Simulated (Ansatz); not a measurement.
# C₃H₃N: vertical ionisation energy

One table from this session's results is given with a row withheld; the runs are named, their logs left out.

Program: Ansatz 0.2.0, Gaussian basis. Level of theory: unrestricted cation, the program's frozen cores in correlated methods. These are calculated values, not measurements.

The runs, in order: UKS PBE-D4/def2-TZVPP; UKS r2SCAN-D4/def2-TZVPP; UKS PBE0-D4/def2-TZVPP; UKS B3LYP-D4/def2-TZVPP; UKS wB97X-V/def2-TZVPP; UKS wB97M-V/def2-TZVPP; UKS B2PLYP/def2-TZVPP; UHF-CCSD(T)/def2-TZVPP; UHF-MP2/def2-QZVPP; extrapolation to the limit; then −ε(HOMO) from the neutral's earlier runs with LDA (SPW92), PBE-D4, revPBE-D4, BLYP-D4, r2SCAN-D4, B97M-V, PBE0-D4, B3LYP-D4, r2SCANh-D4, r2SCAN0-D4, HSE06-D4, BHLYP-D4, CAM-B3LYP-D4, LC-ωPBE, ωB97X-V, ωB97M-V.

## The geometry

All runs share one geometry, relaxed beforehand with PBE0-D4 in a triple-zeta def2 set.

SMILES `C=CC#N`, 7 atoms, charge 0, spin multiplicity 1.

Atoms are counted from 1 here; the program's logs count them from 0.

Bond lengths: C1–C2 1.329 Å, C1–H5 1.083 Å, C1–H6 1.083 Å, C2–C3 1.423 Å, C2–H7 1.085 Å, C3–N4 1.152 Å. Angles: C2–C1–H5 121.6°, C2–C1–H6 120.6°, H5–C1–H6 117.8°, C1–C2–C3 122.7°, C1–C2–H7 121.5°, C3–C2–H7 115.8°, C2–C3–N4 178.9°.

The first run:

File in.yaml:

```yaml
crystal:
  periodic: [false, false, false]
  atoms:
    - {symbol: C, position_ang: [-0.532304, 0.819550, -0.356884]}
    - {symbol: C, position_ang: [0.380810, 0.095684, 0.282660]}
    - {symbol: C, position_ang: [0.422390, -1.325437, 0.212475]}
    - {symbol: N, position_ang: [0.473428, -2.475338, 0.168860]}
    - {symbol: H, position_ang: [-1.296075, 0.356483, -0.969477]}
    - {symbol: H, position_ang: [-0.532226, 1.899447, -0.279046]}
    - {symbol: H, position_ang: [1.145177, 0.561509, 0.895711]}
basis:
  gaussian: {orbitals: def2-TZVPP}
total_charge: 1
magnetization: {spin_polarized: true, initial_magnetization: 1}
hamiltonian: {xc: pbe, dispersion: d4}
```

On the command line:

```sh
> ansatz run in.yaml --threads 4 --pin off --events-out ev --progress --plain --max-ram 10444MiB
```

Among the steps run: Cation, UKS PBE-D4/def2-TZVPP; Cation, UKS r2SCAN-D4/def2-TZVPP; Cation, UKS PBE0-D4/def2-TZVPP; Cation, UKS B3LYP-D4/def2-TZVPP; Cation, UKS wB97X-V/def2-TZVPP; Cation, UKS wB97M-V/def2-TZVPP; Cation, UKS B2PLYP (frozen core)/def2-TZVPP; Cation, UHF-CCSD(T)/def2-TZVPP; Cation, UHF-MP2/def2-QZVPP.

One table of the session follows, with a row left open; its other results are not shown here.

It belongs to the step «Ionisation energies side by side». For comparison, −ε(HOMO) of the neutral from earlier runs:

```
  functional  −ε(HOMO) (eV)
 LDA (SPW92)           7.57
      PBE-D4           7.35
   revPBE-D4           7.27
     BLYP-D4           7.18
   r2SCAN-D4           7.55
      B97M-V              ?
     PBE0-D4           8.47
    B3LYP-D4           8.24
  r2SCANh-D4           7.98
  r2SCAN0-D4           8.62
    HSE06-D4           8.07
    BHLYP-D4           9.43
CAM-B3LYP-D4           9.78
     LC-ωPBE          11.17
     ωB97X-V          10.74
     ωB97M-V          10.64
```

**Question.** Estimate the row for B97M-V.

**Answer.** −ε(HOMO) (eV): 7.50. In the column «−ε(HOMO) (eV)» it lies between PBE-D4 (7.35) and r2SCAN-D4 (7.55).
